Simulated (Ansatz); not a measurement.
`C1=CSCC1`, charge 0, multiplicity 1.

(1) Give a relaxed structure at PBE0-D4/def2-TZVP (Ansatz). (An estimate is asked.)

Answers

(1) Ansatz gave: 
Z-matrix (Å, degrees):
```
C
C 1 1.528
S 1 1.823 2 106.7
H 1 1.089 2 113.3 3 -120.2
H 1 1.092 2 110.9 3 117.0
C 2 1.500 1 106.3 3 -27.9
H 2 1.093 1 110.6 3 -150.8
H 2 1.099 1 110.8 3 90.9
C 3 1.749 1 90.3 2 23.3
H 6 1.083 2 122.4 1 -164.1
H 9 1.082 3 118.7 1 169.0
```
This is one stationary point; other conformers may exist.
